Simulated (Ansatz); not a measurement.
# fcc Ca

Level of theory: rVV10 in Ansatz (plane waves, PAW).

Numerical settings: plane-wave cutoff 520 eV, 18×18×18 k mesh, Fermi–Dirac smearing 0.05 eV, scalar-relativistic PAW data made under PBE.

Cell (relaxed at this level):

```cif
data_Ca
_chemical_formula_sum 'Ca1'
_space_group_name_H-M_alt 'P 1'
_space_group_IT_number 1
_cell_length_a 3.85925
_cell_length_b 3.85925
_cell_length_c 3.85925
_cell_angle_alpha 60.000
_cell_angle_beta 60.000
_cell_angle_gamma 60.000
loop_
_space_group_symop_operation_xyz
  'x, y, z'
loop_
_atom_site_label
_atom_site_type_symbol
_atom_site_fract_x
_atom_site_fract_y
_atom_site_fract_z
_atom_site_occupancy
Ca1 Ca 0.00000 0.00000 0.00000 1
```

| Item | Result |
|---|---|
| bulk modulus B0 | 18.4 GPa |
| band gap | none |
| pressure derivative B′ of the bulk modulus | 3.2 |

Measured, for comparison: bulk modulus 18.6 GPa (corrected for temperature and zero-point phonon effects, our sources range from 15.9 to 18.7; as tabulated in Levämäki et al. (2014), arXiv:1402.3671). Computed (rounded) less measured: bulk modulus not scored (sources differ).

The computed numbers hold no vibrational or temperature effects.

Computing time: very roughly 60 core-seconds.

Ansatz is a first-principles code.
